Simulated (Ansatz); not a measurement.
C5H8 can be A, `CC=C=CC`, or B, `CC=C1CC1`.

Calculated with Ansatz (gas phase, PBE0-D4/def2-TZVP geometries, no zero-point term in ΔE). CCSD(T)/CBS adds triple-zeta CCSD(T) − MP2 to the extrapolated MP2 energy (def2 sets, frozen cores). Functionals use def2-TZVPP. B3LYP here is the variant with VWN-RPA as its local correlation; programs differ in this.

Question: Which is lower in electronic energy at CCSD(T)/CBS, and by how much? (An estimate is asked.)

Answer: The calculation gave: A, by 6.3 kcal/mol.

Question: Give E(B) − E(A) in kcal/mol with B3LYP, r2SCAN-D4, PBE-D4, CCSD/def2-TZVPP, B3LYP-D4, ωB97M-V, PBE0-D4. (Estimate.)

Answer: The calculation gave: B3LYP 8.6, r2SCAN-D4 5.3, PBE-D4 4.9, CCSD/def2-TZVPP 6.0, B3LYP-D4 8.1, ωB97M-V 5.2, PBE0-D4 3.2. None reverses the order clearly.

Largest T1 diagnostic: 0.011.

In def2-TZVPP, CCSD(T) changes the Hartree–Fock value by −2.1 kcal/mol (the triples alone add +0.2 kcal/mol) and MP2 by −4.3 kcal/mol. From PBE to PBE0 (25 % exact exchange), in def2-TZVPP and without D4, E(B) − E(A) moves by −1.7 kcal/mol.
